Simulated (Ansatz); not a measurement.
`C#CC(O)(F)S`, charge 0, multiplicity 1.

Give a relaxed structure at PBE0-D4/def2-TZVP (the Gaussian-basis code of Ansatz). (Best estimate.)

The calculation gave: 
Cartesian coordinates in Å:
```
C 1.622 1.026 1.007
C 0.754 0.360 0.521
C -0.295 -0.435 -0.102
O -1.019 -1.077 0.861
F 0.294 -1.354 -0.944
S -1.434 0.596 -1.108
H 2.391 1.618 1.445
H -1.753 -1.531 0.427
H -0.561 0.798 -2.106
```
This is one stationary point; other conformers may exist.
